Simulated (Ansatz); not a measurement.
How far each method lies from full CI for GaH3, triplet

Geometry: a point of a stretch scan, not a stationary point.

```yaml
atoms:
  - { symbol: Ga, position_ang: [-0.0014, 0.0286, -0.0522] }
  - { symbol: H, position_ang: [-0.0014, -1.4767, -0.5480] }
  - { symbol: H, position_ang: [0.5049, -0.2810, 2.3166] }
  - { symbol: H, position_ang: [-0.4068, -0.2193, 1.8446] }
```

Basis cc-pVDZ; Ansatz 0.2.0. Correlated methods freeze the noble-gas cores and the filled d shells of p-block atoms, which leaves 6 electrons in 28 orbitals. R marks a restricted (for open shells ROHF) determinant, U an unrestricted one. Active spaces: valence = (6e, 7o) chosen from the atoms' valence shells; pair = (4e, 4o) about the gap. No spin–orbit coupling is included, and no scalar relativity.

Full CI is exact within this basis and frozen core; it isn't the basis-set limit. The frozen core follows each run's orbitals, which can shift R against U totals by a few meV for light atoms and by up to 0.1 eV past Ca.

For open shells CISD is restricted-active-space CI with the open shells as a complete middle space.

```
UHF ⟨S²⟩                          : 2.015
T1 diagnostic (RCCSD)             : 0.0277
largest doubles amplitude (RCCSD) : 0.044
```

```csv
level,E − E(RHF) (eV)
RMP2,-1.9403
RCCSD,-2.6098
RCCSD(T),-2.6593
```

Q: Estimate how far full CI in cc-pVDZ lies from RCCSD(T). The table doesn't fix it; the size of (T) and the diagnostics are the guide.

A: Full CI in cc-pVDZ lies 1.8 kJ/mol below RCCSD(T), which is 37 % of the (T) step (-4.8 kJ/mol). The diagnostics give no warning, yet the rest is a sizeable part of (T).

The other levels:

```json
{"level": "CISD", "E − E(full CI) (kJ/mol)": "14.2", "share of correlation (%)": "94.49", "wall time": "0.72 s"}
{"level": "BCCD(T)", "E − E(full CI) (kJ/mol)": "1.7", "share of correlation (%)": "99.32", "wall time": "1.5 s"}
{"level": "RCCSDT", "E − E(full CI) (kJ/mol)": "0.0", "share of correlation (%)": "100.00", "wall time": "–"}
{"level": "RCCSDT(Q)", "E − E(full CI) (kJ/mol)": "-0.1", "share of correlation (%)": "100.04", "wall time": "5.5 s"}
{"level": "CASSCF (pair space)", "E − E(full CI) (kJ/mol)": "195.2", "share of correlation (%)": "24.45", "wall time": "–"}
{"level": "NEVPT2 (pair space)", "E − E(full CI) (kJ/mol)": "61.9", "share of correlation (%)": "76.04", "wall time": "1.2 s"}
{"level": "MRCISD (pair space)", "E − E(full CI) (kJ/mol)": "12.3", "share of correlation (%)": "95.22", "wall time": "–"}
{"level": "MRCISD+Q (pair space)", "E − E(full CI) (kJ/mol)": "1.5", "share of correlation (%)": "99.44", "wall time": "1.1 s"}
{"level": "CASSCF (valence space)", "E − E(full CI) (kJ/mol)": "128.5", "share of correlation (%)": "50.26", "wall time": "–"}
{"level": "NEVPT2 (valence space)", "E − E(full CI) (kJ/mol)": "42.9", "share of correlation (%)": "83.39", "wall time": "3.7 s"}
{"level": "MRCISD (valence space)", "E − E(full CI) (kJ/mol)": "5.8", "share of correlation (%)": "97.74", "wall time": "–"}
{"level": "MRCISD+Q (valence space)", "E − E(full CI) (kJ/mol)": "1.8", "share of correlation (%)": "99.31", "wall time": "4.2 s"}
```

The correlation energy at full CI, counted from RHF, is -2.678 eV. That run took 57 s on 1 thread of Arm Neoverse V1, shared host over 10,732,176 determinants.

Run but not shown, since their state or frozen core can't be matched to the reference's or they repeat it: UHF, UMP2, UCCSD, UCCSD(T), UCCSDT, UCCSDT(Q).

Times hold each run's SCF and search for its determinant on a shared host, so for small cases they say little of a method's own cost; they ran on 1 thread of Arm Neoverse V1.

The full-CI state has the irrep A of C1, in the program's axes.

Natural occupations of full CI about the gap: 1.948 1.934 0.992 0.983 0.046 0.026 0.021 0.007 0.007 0.006; effectively unpaired electrons, Σ n²(2−n)², 2.04.
